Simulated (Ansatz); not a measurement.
# Ti₄Al₁₁Zn: can entropy hold this alloy together?

Theory: DFT PBEsol, scalar-relativistic, plane waves, PAW in Ansatz.

Settings: cutoff 420 eV, Γ-centred mesh 6×6×7 on the computed 16-atom cell, Gaussian smearing of 0.10 eV; no spin polarisation.

Cells of 16 atoms on a fcc lattice, 4 Ti, 11 Al, 1 Zn, each occupation relaxed without symmetry on a coarser mesh and computed once more. α is the first-shell Warren–Cowley parameter of unlike pairs (negative: unlike neighbours in excess, 0: random), given as its mean and root mean square over the pairs, since a mean near 0 can hide order that cancels. ΔH counts from the elements in their standard crystals. 1 further cell, whose relaxation didn't end, left large forces or left the lattice, is left out.

| cell | mean α | rms α | ΔH (meV/atom) | V (Å³/atom) | rms shift from sites (Å) |
| --- | --- | --- | --- | --- | --- |
| 1 | -0.15 | 0.21 | -266 | 15.67 | 0.06 |
| 2 | 0.03 | 0.45 | -269 | 15.74 | 0.06 |

Task: Weigh the mixing energy against the ideal entropy.

Result: Ideal mixing gives S = −k_B Σ x ln x = 0.777 k_B per atom (6.5 J/(mol K)), worth 67 meV/atom at 1000 K. The cell nearest to random, 1, has ΔH = -266 meV/atom (still ordered, with a root mean square α of 0.21). It is already below the pure elements, so the rivals are ordered compounds, not the elements: strong attraction usually means ordering on cooling. ΔH includes the cost of putting the elements on this lattice where they prefer another, and what the coarser relaxation leaves, which can only raise it; vibrational entropy is left out.

The final mesh leaves forces up to 0.05 eV/Å and stresses up to 0.2 GPa.

Cost: 5 runs of about 8.1 core-minutes in all (earlier runs that led there not counted), on Intel Xeon 6975P-C (Granite Rapids) (shared hosts).